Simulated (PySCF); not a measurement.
**Computed properties of difluoromethane (CH2F2), SMILES FCF**

difluoromethane (CH2F2), SMILES FCF. Geometry: TPSSh-D3(BJ)/def2-TZVP. The values are those of a single conformer. All values are computed for the isolated molecule unless a solvent is named; none is compared with measurement here.

**Structure.** The optimised structure has C2v symmetry. All 9 harmonic modes at TPSSh-D3(BJ)/def2-TZVP (PySCF) are real, so it is a minimum. With heavy atoms numbered as in [F:1][CH2:2][F:3], the shortest bond between them is F1–C2 at 1.364 Å and the longest C2–F3 at 1.364 Å.

**Vibrations.** The strongest infrared lines (harmonic, unscaled, degenerate partners summed) lie at 1073 cm⁻¹ (256 km/mol, C 58 %, F 37 %), 1106 cm⁻¹ (102 km/mol, C 52 %, F 42 %), 3047 cm⁻¹ (45 km/mol, H 96 %). The softest mode is at 517 cm⁻¹ and the zero-point energy is 20.4 kcal/mol.

**Electronic structure.** CAM-B3LYP/def2-TZVPD (PySCF) places the frontier levels at -11.61 and 0.92 eV, a gap of 12.53 eV, and gives a dipole moment of 2.03 D and a mean polarisability of 17.9 bohr³.

**Excitations.** TDA-B3LYP/def2-SVPD (PySCF) has S1 at 9.20 eV (135 nm, f = 0.030, weak); the most intense of the 10 singlets computed lies at 10.78 eV (f = 0.07). T1 (TDA) is at 8.91 eV, 0.29 eV under S1. No vertical singlet excitation falls in the visible range (under 3.1 eV).

**NMR.** GIAO shifts at HF/pcSseg-2 (PySCF) (non-relativistic, atoms alike by connectivity averaged): ¹³C at 104.8 ppm against TMS; ¹H at 5.4 ppm against TMS; ¹⁹F at -124.9 ppm against CFCl3.
